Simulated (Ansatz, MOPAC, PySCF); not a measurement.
Barrier height from FH + CH3 (SMILES [CH3]) to the transition structure CH4F, without zero-point energy, on the benchmark's geometries as Psi4's copy of the set gives them.
Transition structure (charge 0, multiplicity 2):
| atom | x (Å) | y (Å) | z (Å) |
|---|---|---|---|
| H | -0.0398 | 0.0000 | 0.0441 |
| F | -0.0493 | 0.0000 | 1.2826 |
| C | -0.0615 | 0.0000 | 2.9512 |
| H | 0.9905 | 0.0000 | 3.1943 |
| H | -0.5901 | 0.9124 | 3.1835 |
| H | -0.5901 | -0.9124 | 3.1835 |
Reactant (charge 0, multiplicity 2):
```xyz
4

C      0.00000     0.00000     0.00000
H      1.07732     0.00000     0.00000
H     -0.53866     0.93298     0.00000
H     -0.53866    -0.93298     0.00000
```

Open shells are unrestricted; no spin–orbit coupling.

The state that PM6 reach isn't checked.

The values were computed with Ansatz (Gaussian orbitals); MOPAC for PM6 (differences of heats of formation); PySCF for the dispersion terms. Values without a source in brackets are computed.

### Question
What barrier height does PM6 give?

### Answer
45.5 kcal/mol

### Question
Estimate the barrier height that PBE/def2-TZVPPD returns for this input.

### Answer
41.1 kcal/mol

### Question
Give the barrier height at the level PBE-D3(BJ)/def2-TZVPPD.

### Answer
40.7 kcal/mol

Ansatz is a program for electronic structure.
